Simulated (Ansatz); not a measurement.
## A rate constant, worked out

An elementary step of SiH₄SO, singlet (SiH₄SO ([OH][SiH2][SH]) → SiH₂O ([O][SiH2]) + H₂S (still joined by a long Si–S bond); Si–S, O–H broken or loosened, S–H formed or tightened). The start structure is the reactant molecule, and the electronic barrier above it is 2.356 eV by CCSD(T) at an estimated basis limit (MP2 extrapolated from triple and quadruple zeta, plus CCSD(T) − MP2 in triple zeta). Computed with Ansatz 0.2.0 (basis: def2-TZVPP and def2-QZVPP); correlated methods freeze the cores. Extrapolation: Hartree–Fock as exp(−7.88 √X), correlation as X^−2.97. Harmonic wavenumbers at PBE0-D4/def2-TZVP (Ansatz 0.2.0), in cm⁻¹:

Start: 194, 249, 315, 507, 523, 712, 793, 840, 912, 918, 953, 2232, 2268, 2707, 3913.

Saddle: 528i, 240, 281, 420, 445, 606, 691, 802, 989, 1147, 1168, 1963, 2204, 2214, 2714.

**Question.** Work out the transition-state-theory rate constant at 800 K from these numbers alone (harmonic vibrations; rotation, path degeneracy and anharmonicity left out), and the Wigner tunnelling factor. Use 1 cm⁻¹ = 1.2398 × 10⁻⁴ eV and k_B = 8.617 × 10⁻⁵ eV/K.

**Answer.** Zero-point energies, half the sums: start 18036/2 cm⁻¹ = 1.1181 eV; saddle, real modes only, 15884/2 cm⁻¹ = 0.9847 eV.
Barrier with zero-point energy: 2.356 + 0.9847 − 1.1181 = 2.2226 eV.
k_BT = 0.06894 eV, so the barrier is 32.24 k_BT.
Vibrational partition functions from the zero-point level, ln q = −Σ ln(1 − exp(−hν/k_BT)): start 5.609, saddle 4.751.
k = (k_BT/h) exp(ln q‡ − ln q) exp(−E0/k_BT), with log₁₀(k_BT/h in s⁻¹) = 13.22: log₁₀ k = 13.22 + (-0.858 − 32.24)/2.3026 = -1.15, so k ≈ 7 × 10^(-2) s⁻¹.
Wigner factor: 1 + (hν‡/k_BT)²/24 = 1 + (0.95)²/24 = 1.04. A change of 1 kcal/mol (0.043 eV) in the barrier would change k by a factor of 1.9 at this temperature.

No T1 diagnostic of these runs exceeds 0.017.

Labels in which every atom is bracketed show which atoms are joined, not bond orders.

For scale, one of the runs: CCSD(T)/def2-TZVPP, 171 basis functions, launched by `ansatz run in.yaml --threads 2 --pin off --events-out ev --progress --plain --max-ram 4352MiB`. Hardware: 2 CPU threads of an Arm Neoverse V1, shared host. Wall time 33 s; peak host memory 1.4 GiB.
